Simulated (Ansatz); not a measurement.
Two structures of CH5FSi, singlet, reached by relaxing down either side of one saddle point (PBE0-D4/def2-TZVP). Energies are electronic, without zero-point energy. Program: Ansatz 0.2.0. Basis: def2-TZVPP and def2-QZVPP. Cores are frozen in the correlated methods. Extrapolation: Hartree–Fock as exp(−7.88 √X), correlation as X^−2.97. First:

```xyz
8
angstrom
Si -0.7469 -0.4407 -0.0593
F -0.3919 -1.9912 -0.2675
C 0.8215 0.5379 0.0723
H 1.4226 0.4410 -0.8345
H -1.5584 -0.0135 -1.2271
H -1.5586 -0.3366 1.1797
H 0.5896 1.5973 0.2143
H 1.4222 0.2057 0.9220
```

Second:

```json
{"atom": "Si1", "x (Å)": "-1.1044", "y (Å)": "0.2314", "z (Å)": "0.3342"}
{"atom": "F2", "x (Å)": "1.2337", "y (Å)": "-1.8058", "z (Å)": "-1.1060"}
{"atom": "C3", "x (Å)": "0.5170", "y (Å)": "0.7461", "z (Å)": "0.2486"}
{"atom": "H4", "x (Å)": "0.9432", "y (Å)": "-1.0201", "z (Å)": "-0.6764"}
{"atom": "H5", "x (Å)": "-2.0728", "y (Å)": "0.4890", "z (Å)": "-0.7499"}
{"atom": "H6", "x (Å)": "-1.6201", "y (Å)": "-0.5690", "z (Å)": "1.4625"}
{"atom": "H7", "x (Å)": "0.8851", "y (Å)": "1.3534", "z (Å)": "-0.5711"}
{"atom": "H8", "x (Å)": "1.2184", "y (Å)": "0.5749", "z (Å)": "1.0579"}
```

**Question.** Which bonds change from the first to the second?

**Answer.** CH₅FSi ([CH3][SiH2][F]) → CH₄Si ([CH2][SiH2]) + HF; bonds formed: F2–H4; bonds broken: Si1–F2, C3–H4.

**Question.** Give the saddle point's structure and its height above each. (To be estimated.)

**Answer.** The calculation gives: 86.97 kcal/mol above the first and 7.11 kcal/mol above the second (CCSD(T) at an estimated basis limit (MP2 extrapolated from triple and quadruple zeta, plus CCSD(T) − MP2 in triple zeta)).
```xyz
8
angstrom
Si -0.8521 -0.0128 0.1641
F 0.2992 -1.6190 -0.8253
C 0.6708 0.7924 0.2406
H 0.8521 -0.8119 -0.5527
H -1.7979 0.1667 -0.9553
H -1.3590 -0.8725 1.2523
H 0.9314 1.5617 -0.4780
H 1.2557 0.7953 1.1540
```

The T1 diagnostic stays at or below 0.016. The restricted Hartree–Fock reference is unstable towards an unrestricted one at one or more of these structures.

Labels in which every atom is bracketed show which atoms are joined, not bond orders.

For scale, one of the runs: CCSD(T)/def2-TZVPP, 174 basis functions, launched by `ansatz run in.yaml --threads 2 --pin off --events-out ev --progress --plain --max-ram 4352MiB`. The run took 11 s on 2 CPU threads of an Intel Xeon 6975P-C (shared host), with 1.7 GiB of host memory at its peak.
